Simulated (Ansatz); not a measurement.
**CH₅Si radical (SMILES C[SiH2]): single points off equilibrium**

One table from this session's results is given with a row withheld; the runs are named, their logs left out.

The runs use Ansatz 0.2.0, Gaussian basis; single points in def2-TZVPP.

Correlated methods freeze the cores. Orbitals are unrestricted.

### The starting structure

SMILES `C[SiH2]`, 7 atoms, charge 0, spin multiplicity 2.

Atoms are counted from 1 here; the program's logs count them from 0.

Bond lengths: C1–Si2 1.918 Å, C1–H3 1.119 Å, C1–H4 1.063 Å, C1–H5 1.169 Å, Si2–H6 1.430 Å, Si2–H7 1.534 Å. Angles: Si2–C1–H3 103.6°, Si2–C1–H4 114.8°, Si2–C1–H5 112.8°, H3–C1–H4 106.7°, H3–C1–H5 123.4°, H4–C1–H5 95.8°, C1–Si2–H6 114.9°, C1–Si2–H7 112.2°, H6–Si2–H7 111.4°.

As a file:

```xyz
7
charge 0, multiplicity 2
C    -0.12360   -0.80470    0.05710
Si    0.10340    1.09460    0.19860
H    -0.03950   -0.99830   -1.04160
H     0.63520   -1.38110    0.52720
H    -1.00180   -1.20570    0.71670
H    -1.00680    1.86980   -0.26050
H     1.41710    1.57100   -0.43340
```

The first run:

Input file run/in.yaml:

```yaml
crystal:
  periodic: [false, false, false]
  atoms:
    - {symbol: C, position_ang: [-0.123600, -0.804700, 0.057100]}
    - {symbol: Si, position_ang: [0.103400, 1.094600, 0.198600]}
    - {symbol: H, position_ang: [-0.039500, -0.998300, -1.041600]}
    - {symbol: H, position_ang: [0.635200, -1.381100, 0.527200]}
    - {symbol: H, position_ang: [-1.001800, -1.205700, 0.716700]}
    - {symbol: H, position_ang: [-1.006800, 1.869800, -0.260500]}
    - {symbol: H, position_ang: [1.417100, 1.571000, -0.433400]}
basis:
  gaussian: {orbitals: def2-TZVPP}
magnetization: {spin_polarized: true, initial_magnetization: 1}
correlation: {method: ccsd_t}
scf: {omitted_lower_state_checks: [cluster_reference]}
output: {forces: true}
```

No record of the launch command was kept for these runs.

Among the steps run: CCSD(T)/def2-TZVPP; PBE0-D4/def2-TZVPP; wB97M-V/def2-TZVPP; r2SCAN-D4/def2-TZVPP; PBE-D4/def2-TZVPP; r2SCAN0-D4/def2-TZVPP; LC-wPBE/def2-TZVPP.

One table of the session follows, with a row left open; its other results are not shown here.

| method | RMS force component (eV/Å) | angle to CCSD(T) forces (°) | dipole (D) |
| --- | --- | --- | --- |
| CCSD(T) | 0.901 | reference | 0.83 |
| PBE0-D4 | 0.919 | 4.1 | 0.91 |
| wB97M-V | 0.903 | 3.4 | 0.86 |
| r2SCAN-D4 | 0.909 | 3.6 | 0.94 |
| PBE-D4 | 0.896 | 8.2 | 0.95 |
| r2SCAN0-D4 | 0.931 | 5.3 | 0.90 |
| LC-wPBE | ? | ? | ? |

**Question.** Estimate the row for LC-wPBE.

The run gave: RMS force component (eV/Å): 0.940; angle to CCSD(T) forces (°): 5.4; dipole (D): 0.87. In the column «RMS force component (eV/Å)» it is the highest.
